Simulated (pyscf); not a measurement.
A first-order saddle from PySCF, ωB97X-D3(BJ)/def2-SVP:

```xyz
12

C     -2.2694     0.2168     0.2971
O     -0.2938    -0.4396     0.4711
Si     0.8060     0.0511    -0.6368
H     -2.9957     0.9238     0.7032
H     -2.5595    -0.8289     0.3827
H     -1.8690     0.5152    -0.6736
H      1.6993    -1.0554    -1.0967
H      0.0889     0.5788    -1.8553
H      1.6831     1.1699    -0.1505
O     -1.5497     0.4947     2.1951
H     -0.7587     0.0169     1.7231
H     -1.2676     1.4195     2.2460
```
Charge 0, spin multiplicity 1.

Surface: singlet, charge 0. Lowest wavenumbers (cm⁻¹): 746i, 55, 102, 157, 182.

### Question
Which two sides does it connect, and which bonds change?

### Answer
`[CH3][O][SiH3]` + `[OH2]` <-> `[CH3][OH]` + `[OH][SiH3]`, a four-centre exchange read from left to right: C–O, H–O broken and C–O, H–O formed. At ωB97M-D3(BJ)/def2-TZVP it lies +71.0 kcal/mol from the left side and +70.7 kcal/mol from the right (each side as separated species at their lowest minima found). On the reactant side the descent ends in a complex (not fully relaxed), 5.2 kcal/mol under the separated species and 78.7 kcal/mol under the saddle at ωB97X-D3(BJ)/def2-TZVP. On the product side the descent ends in a complex (not fully relaxed), 7.4 kcal/mol under the separated species and 80.2 kcal/mol under the saddle at ωB97X-D3(BJ)/def2-TZVP. At ωB97X-D3(BJ)/def2-TZVP the barrier from the zero used here is 73.6 kcal/mol. H₃C–O–SiH₃ lies 23.7 kcal/mol over its isomer H₃C–SiH₂–OH (electronic energy, ωB97M-D3(BJ)/def2-TZVP). One saddle was located; it need not be the lowest between these sides.
